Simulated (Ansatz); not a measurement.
The first iterations of a band of AlH3O2 + H2 (8 atoms, charge 0, multiplicity 1).

The calculation used RKS PBE0/6-31G* in Ansatz 0.2.0.

```json
{"movable images": "7", "climbing image": "yes", "spring": "5.0 eV/Å²", "optimiser": "quadratic models (default)", "start path": "through a guess of the saddle point", "force threshold": "0.2 eV/Å", "iteration limit": "60", "end points": "relaxed"}
```

First end point:

```xyz
8
Properties=species:S:1:pos:R:3
Al -0.124 -0.522 -0.140
O 0.115 -0.352 1.547
H -0.633 -0.159 2.120
O 1.230 -0.887 -1.107
H 2.098 -1.000 -0.707
H -1.531 -0.362 -0.840
H 0.005 2.958 1.550
H 0.110 2.221 1.579
```

Last end point:

```xyz
8
Properties=species:S:1:pos:R:3
Al 0.059 0.476 -0.156
O 0.017 0.152 1.864
H -0.874 -0.133 2.117
O 1.557 -0.181 -0.710
H 1.562 -1.098 -1.000
H -1.293 -0.364 -0.408
H 0.036 2.076 -0.059
H 0.207 0.967 2.352
```

| iteration | highest image above the first end (eV) | largest band force component (eV/Å) |
| --- | --- | --- |
| 1 | 2.027 | 12.001 |
| 2 | 1.124 | 2.021 |
| 3 | 1.145 | 3.447 |

Does the band converge within its limit, and where does its top end?

The forces met the threshold. It ended after 11 iterations with the highest image 1.116 eV above the first end. The threshold of 0.2 eV/Å is loose, so the images may lie well off the minimum-energy path. The order of the stationary point at the top wasn't checked. The orbitals stay closed-shell, which can raise the energy where a bond breaks towards radicals; this wasn't checked here.

The run took 2.5 min on 1 thread of Arm Neoverse V1 (shared host), peak memory 0.12 GiB.
